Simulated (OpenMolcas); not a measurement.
# AlH2F (SMILES [F][AlH2]): a first try and a second

Aim: the energy of AlH2F at FNO-MP2/def-TZVP (RICD fitting, virtual fraction 0.8).

Program for the calculation: OpenMolcas 26.06.

12 further runs of the same task are left out: 12 set aside as unsound or not needed.

## (1) The system as given

AlH2F: 4 atoms, total charge 0, spin state singlet. As SMILES, `[F][AlH2]`. The shape comes from GFN2-xTB, which is rough for such elements, and wasn't checked as a minimum.

Bond lengths: F1–Al2 1.641 Å, Al2–H3 1.528 Å, Al2–H4 1.528 Å. Angles: F1–Al2–H3 119.2°, F1–Al2–H4 119.2°, H3–Al2–H4 121.7°.

## (2) The input as first written

File run.inp:

```
>>> EXPORT MOLCAS_PRINT=2

&GATEWAY
 COORD
 4
 angstrom
 F       -0.346380      -0.014980       1.565240
 Al       0.008310       0.000330      -0.037310
 H       -0.387000      -1.197700      -0.898540
 H        0.725070       1.212360      -0.629380
 BASIS=def-TZVP
 GROUP=NoSym
 RICD

&SEWARD

&SCF
 PRORBITALS=1 1

&MBPT2
 FNOMP2=0.8
 DOMP2
 FROZEN=6
```

Launch:

```
$ export MOLCAS_MEM=4
$ pymolcas run.inp > run.log
```

The program printed:

```text
--- Start Module: gateway ---

                                              &GATEWAY

                       available to each process: 4.0 MB of memory, 1 thread

---------------------------------------------------------------------------------------------
  Nr.	 Label		Type		Offset		Length	   Atime	  Address
---------------------------------------------------------------------------------------------
  1	FILETABL    	CHAR	-63487563354888	       26929           5	[0xaaaad8d80060]
  2	DBSC        	CHAR	    -238785368	     1456001          58	[0xe468a445c010]
  3	SHELLS      	CHAR	    -273511256	      792001          59	[0xe468a233e010]
---------------------------------------------------------------------------------------------
Maximal available memory for Molcas = 1725069
 ?mma_allo_?D: error: out-of-memory
 label: dc
  available (kB):         1725
  required  (kB):         3040

--- Stop Module: gateway /rc=-6 ---

.########################.
.# Non-zero return code #.
.########################.

    Timing: Wall=0.04 User=0.02 System=0.02
```

Run time: 0.26 s. Hardware: 1 thread of Arm Neoverse V1, shared host.

## (3) Reading the log

The job broke off with an error.

The log says `?mma_allo_?D: error: out-of-memory`. What is wrong: too little memory is allowed.

## (4) Try two

File run.input:

```
* AlFH2 FNO-MP2

&GATEWAY
 Coord
 4
 angstrom
 F       -0.346380      -0.014980       1.565240
 Al       0.008310       0.000330      -0.037310
 H       -0.387000      -1.197700      -0.898540
 H        0.725070       1.212360      -0.629380
 Basis
 def-TZVP
 Group
 NoSym
 RICD

&SEWARD

&SCF
 PrOrbitals
 1 2

&MBPT2
 FNOMP2
 0.8
 DoMP2
 Frozen
 6
```

Launch:

```
$ export MOLCAS_MEM=1860
$ pymolcas run.input > run.log
```

The program printed:

```text
--- Start Module: gateway ---
[...]
--- Stop Module: gateway /rc=_RC_ALL_IS_WELL_ ---
[...]
      Basis functions           53
[...]
--- Start Module: scf ---
[...]
       Convergence after  10 Iterations
[...]
::    Total SCF energy                               -342.6224112490
[...]
      Total spin, S                                     0.0000000000
[...]
      Total electronic charge=   24.000000
      Total            charge=   -0.000000
[...]
      Dipole Moment (debye):
      Origin of the operator (angstrom)=   -0.1253   -0.0054    0.5665
                   X=  3.2370E-01               Y=  1.3719E-02               Z= -1.4606E+00           Total=  1.4961E+00
      Quadrupole Moment (debye*angstrom):
[...]
--- Stop Module: scf /rc=_RC_ALL_IS_WELL_ ---
--- Start Module: mbpt2 ---
[...]
WARNING!
Default frozen orbitals as non valence orbitals is overwritten by user input.
Default values:   3
[...]
       Reference weight ( Cref**2 )         =        0.93499
::    Total MBPT2 energy                             -342.9003669340
[...]
--- Stop Module: mbpt2 /rc=_RC_ALL_IS_WELL_ ---
[...]
```

Run time: 2.1 s. Hardware: 1 thread of Arm Neoverse V1, shared host.

## (5) Outcome

Level: FNO-MP2/def-TZVP (RICD fitting, virtual fraction 0.8).

| quantity | value |
| --- | --- |
| total energy | -342.90037 Eh |
| dipole moment (mean-field density) | 1.50 D |
| HOMO energy (Hartree–Fock orbitals) | -12.15 eV |
| LUMO energy (Hartree–Fock orbitals) | 1.26 eV |
| HOMO–LUMO gap (Hartree–Fock orbitals) | 13.41 eV |
| correlation energy (6 core orbitals frozen) | -278.0 mEh |

**Reading.** Mulliken charges of the mean-field density run from -0.48 on F1 to +0.99 on Al2.
